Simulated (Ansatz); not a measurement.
# Lattice parameter a of Sn (model structure, started from the lonsdaleite type, P6₃/mmc, No. 194, 4 atoms in the cell) at several levels of theory

No measured value is used here.

```json
[
 {"level (code)": "PBE (Ansatz)", "value (Å)": "4.691"},
 {"level (code)": "PBEsol (Ansatz)", "value (Å)": "4.610"},
 {"level (code)": "PBE-D3(BJ) (Ansatz)", "value (Å)": "…"}
]
```

**Question.** Fill in the missing entries.

**Answer.** 
- PBE-D3(BJ) (Ansatz, an electronic-structure program), value (Å): 4.633

Ansatz's density-functional and Hartree–Fock values are scalar-relativistic unless marked +SOC, with PAW data made under PBE.

A model structure was made by putting elements into a prototype or built by hand; it is no filed structure, need not be a known phase, and can be a saddle point held by its symmetry.
